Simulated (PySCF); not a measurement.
Calculation: B3LYP-D3(BJ)/def2-TZVP // TPSS-D3(BJ)/def2-SVP (PySCF). Gas-phase values, no solvent. B3LYP has the VWN-RPA correlation part, as in Gaussian. 

Reference species (SMILES): `[OH]` (neutral, multiplicity 2).

The highest occupied spin orbital is -8.82 eV. The dipole moment comes out as 1.78 D.

Changed species: `[SH]` (free radical SH; the reference has free radical OH).

Q: What does the change do to the highest occupied spin orbital and dipole moment?

A: the highest occupied spin orbital goes up by 1.65 eV, to -7.17 eV; the dipole moment falls by 0.92 D, to 0.86 D.
